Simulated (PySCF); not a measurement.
Cartesian coordinates in Å; atom numbers follow the order of the lines, from 1:
```xyz
5

Si   -0.015    0.015   -0.030
H    -0.310    1.278   -0.754
H    -0.728   -1.112   -0.683
H     1.447   -0.243   -0.064
H    -0.463    0.135    1.380
```

Geometry: PBE0-D3(BJ)/def2-TZVP; GIAO absolute shieldings from PySCF 2.14, gas phase, non-relativistic, averaged over equivalent atoms.

At KT3/pcSseg-2 (99 basis functions, 3.8 s wall time on 1 thread of an Arm Neoverse N1, shared host):
| atoms | σ (ppm) |
| --- | --- |
| Si1 | 463.7 |
| H2/H3/H4/H5 | 28.06 |

Predict the values at wB97X-D/pcSseg-2 on the same geometry.

Answers


```json
{"atoms": "Si1", "σ at wB97X-D/pcSseg-2": "446.7", "change": "-17.0"}
{"atoms": "H2/H3/H4/H5", "σ at wB97X-D/pcSseg-2": "27.90", "change": "-0.16"}
```

The largest change is at Si1 (silicon bonded to 4 H). Cost: 99 basis functions, 3.4 s wall time on 1 thread of an Arm Neoverse N1, shared host.
